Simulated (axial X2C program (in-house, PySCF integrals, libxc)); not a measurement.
**SSiS⁺: properties at the nuclei**

Computed with an axial X2C code built on PySCF integrals: two-component X2C with atomic mean-field Coulomb and Gaunt terms, Gaussian nuclei, basis S dyall-av3z, Si dyall-v3z with contracted cores.

S–Si–S held linear, with bonds 1.956 and 1.956 Å (near the PBE0 minimum at charge 1 of the determinant lowest at the starting distance; the state shown can have its own minimum elsewhere, held linear; other orders of the atoms were not compared).

Determinant lowest in the PBE0 search, Ω = 3/2 (⟨Sz⟩ = 0.50, ⟨Lz⟩ = 1.00 at PBE0), spin on the atoms S 0.31, Si -0.11, S 0.31:

```csv
level,A∥/gI S (MHz),qzz S (a.u.),A∥/gI Si (MHz),qzz Si (a.u.)
PBE0,135,0.76,-37.9,-1.46
HF,182,0.58,-149,-1.64
r2SCAN,130,0.73,-35.1,-1.40
```

Determinant 0.05 eV from it at PBE0 and this distance, Ω = 1/2 (⟨Sz⟩ = -0.50, ⟨Lz⟩ = 1.00 at PBE0), spin on the atoms S -0.31, Si 0.11, S -0.31:

```tsv
level	A∥/gI S (MHz)	qzz S (a.u.)	A∥/gI Si (MHz)	qzz Si (a.u.)
PBE0	684	0.75	44.9	-1.46
HF	749	0.56	117	-1.64
r2SCAN	587	0.72	116	-1.40
```

A∥ (defined per Ω) follows by multiplying with gI = μI/(I μN); qzz is the electric field gradient, eQq0 = 234.96 MHz × Q/barn × qzz. The operators were transformed with the bare-nucleus X2C matrices; with these basis sets, hyperfine constants and field gradients can be off by tens of per cent, and where levels differ in sign neither size nor sign is settled.

With gI(33S) = 0.4292, Q(33S) = -0.0694 barn (g factors from the IAEA table of nuclear moments by Stone; Q from Pyykkö, Mol. Phys. 2018), turn the PBE0 values of the first state into constants in MHz.

A∥(33S) = 135 × 0.4292 = 57.9 MHz; eQq0(33S) = 234.96 × (-0.0694) × (0.76) = -12.4 MHz.

The molecule was held linear; bending was not examined, so a bent shape may lie lower.

Each state is one determinant with collinear spin. Unrestricted Hartree–Fock can overshoot spin polarisation at the nuclei. The search compared states at one distance, so a state with another bond length can lie lower. Where a field gradient or hyperfine factor spreads by more than a factor of two over the levels, a constant derived from it is not to be relied on. PBE0 term energies can be off by some tenths of an eV.
